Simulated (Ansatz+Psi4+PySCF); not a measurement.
Results of a calculation; reference values are marked as such.
Input for Ansatz (development build ahead of 0.2.0):

```yaml
crystal:
  periodic: [false, false, false]
  atoms:
    - { symbol: "N", position_ang: [0.0, 0.0, 0.15591] }
    - { symbol: H, position_ang: [0.0, 0.0, -1.0914] }
basis:
  gaussian: { orbitals: cc-pVTZ }
total_charge: 1
magnetization:
  initial_magnetization: 1
hamiltonian:
  xc: hf
correlation:
  method: mp2
  frozen_orbitals: { H: 0, "N": 1 }
scf:
  omitted_lower_state_checks: [starts, atomic_configurations, cluster_reference, orbital_swaps, given_window_search, neighbouring_geometries, increment]
```

The input is written out in the form of the current development build from the run's settings. Correlation on restricted open-shell orbitals is semicanonical, with singles.

Results

```yaml
Converged: yes
Reference_energy: -54.48669 hartree
Correlation_energy: -0.12001 hartree
Total_energy: -54.60670 hartree
Spin_squared_of_the_determinant: 0.750
Stability_test: minimum among restricted orbitals
Occupied_orbitals_by_symmetry_in_an_Abelian_subgroup_alpha;_beta: 3 A1 1 B1; 3 A1
```

Caution: MP2 on this radical cation hangs on the determinant chosen.
